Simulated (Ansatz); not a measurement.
Two isomers of C4H6O: A = `C/C=C/C=O`, B = `C=C(C)C=O`.

Program: Ansatz. Geometries: PBE0-D4/def2-TZVP. ΔE: electronic, gas phase. CCSD(T)/CBS adds triple-zeta CCSD(T) − MP2 to the extrapolated MP2 energy (def2 sets, frozen cores). DFT in def2-TZVPP. B3LYP here is the variant with VWN-RPA as its local correlation; programs differ in this. One conformer a species, not always the lowest.

A:

Z-matrix (Å, degrees):
```
C
C 1 1.483
H 1 1.095 2 110.6
H 1 1.090 2 111.9 3 121.3
H 1 1.095 2 110.5 3 -117.4
C 2 1.334 1 125.9 3 -121.9
H 2 1.090 1 116.5 3 58.2
C 6 1.461 2 120.6 1 -179.9
H 6 1.086 2 122.2 1 0.1
O 8 1.206 6 124.8 2 179.9
H 8 1.113 6 114.4 2 -0.1
```

B:

Z-matrix (Å, degrees):
```
C
C 1 1.489
H 1 1.090 2 111.4
H 1 1.093 2 110.4 3 121.5
H 1 1.093 2 110.4 3 -121.4
C 2 1.476 1 117.4 3 -179.8
C 2 1.333 1 125.4 3 0.2
O 6 1.204 2 124.2 1 0.0
H 6 1.111 2 114.7 1 180.0
H 7 1.084 2 122.2 1 -0.0
H 7 1.086 2 120.6 1 180.0
```

(1) Which is lower in electronic energy at CCSD(T)/CBS, and by how much? (Estimate.)

(2) Give E(B) − E(A) in kJ/mol with BLYP-D4, B2PLYP, MP2/def2-TZVPP, B3LYP, B3LYP-D4, r2SCAN-D4, CCSD(T)/def2-TZVPP. (An estimate is asked.)

(3) Does the order hold for the free energy at 298.15 K (harmonic terms from PBE0-D4)? (Best estimate.)

Largest T1 diagnostic: 0.014.

Results:

(1) Computed: B, by 2.6 kJ/mol.

(2) Ansatz gave: BLYP-D4 0.3, B2PLYP 0.5, MP2/def2-TZVPP -3.7, B3LYP 3.1, B3LYP-D4 0.3, r2SCAN-D4 0.5, CCSD(T)/def2-TZVPP -3.1. The order is the other way round with B3LYP, r2SCAN-D4.

(3) Computed: Yes: G(B) − G(A) = -2.5 kJ/mol, for one conformer each.

In def2-TZVPP, CCSD(T) changes the Hartree–Fock value by −5.8 kJ/mol (the triples alone add −0.7 kJ/mol) and MP2 by −6.3 kJ/mol. Leaving LDA and LC-ωPBE aside and taking each functional with its dispersion term where it has one, the values, not all of them listed here, spread over 3.0 kJ/mol, from ωB97M-V to PBE-D4. LDA lies −3.2 kJ/mol from PBE without D4.
